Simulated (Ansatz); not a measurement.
Gas-phase electronic energies from Ansatz, PBE0-D4/def2-TZVP geometries. CCSD(T)/CBS adds triple-zeta CCSD(T) − MP2 to the extrapolated MP2 energy (def2 sets, frozen cores). This one scheme is used for every species. DFT in def2-TZVPP. Each species was taken in one conformer, which may not be the lowest.

Reaction (formal hydrolysis of a C–C bond): `OCC(O)O` + H₂O → `OC(O)O` + CH₃OH

`OCC(O)O`:

```xyz
11

O    -1.635    0.023    0.382
C    -0.350    0.139    0.953
C     0.703   -0.111   -0.107
O     0.580    0.953   -1.025
O     0.516   -1.342   -0.728
H    -1.698    0.707   -0.295
H    -0.193    1.123    1.408
H    -0.275   -0.625    1.728
H     1.709   -0.133    0.327
H     1.083    0.715   -1.809
H    -0.439   -1.449   -0.833
```

H₂O:

Cartesian coordinates in Å:
```
O 0.290 0.257 -0.038
H 0.364 -0.688 0.113
H -0.653 0.431 -0.075
```

`OC(O)O`:

```xyz
8

O     1.030   -0.324    0.882
C     0.052   -0.304   -0.083
O     0.527    0.345   -1.208
O    -1.098    0.392    0.315
H     1.369    0.577    0.957
H    -0.186   -1.358   -0.285
H    -0.230    0.725   -1.664
H    -1.464   -0.053    1.085
```

CH₃OH:

Z-matrix (Å, degrees):
```
C
O 1 1.409
H 1 1.097 2 112.4
H 1 1.090 2 107.0 3 -118.5
H 1 1.097 2 112.4 3 123.0
H 2 0.959 1 108.5 3 -61.6
```

CCSD(T)/CBS gives +8.1 kcal/mol.

(1) Another level gave +6.8 kcal/mol. Which?
A. HF/def2-TZVPP
B. SCS-MP2/def2-TZVPP
C. r2SCAN/def2-TZVPP
D. MP2/def2-TZVPP

Largest T1 diagnostic among the species: 0.011.

Answers

(1) B. SCS-MP2/def2-TZVPP 6.8, r2SCAN 5.5, HF/def2-TZVPP 2.1, MP2/def2-TZVPP 8.0 kcal/mol.

The D4 term adds +1.5 kcal/mol with B3LYP and +0.8 kcal/mol with PBE0; it sums over pairs of atoms, weighted by their polarisabilities, and B3LYP, whose exchange is more repulsive, gets the larger term. In def2-TZVPP, CCSD(T) changes the Hartree–Fock value by +5.0 kcal/mol (the triples alone add +0.5 kcal/mol) and MP2 by +6.0 kcal/mol.

B3LYP here is the variant with VWN-RPA as its local correlation; programs differ in this.
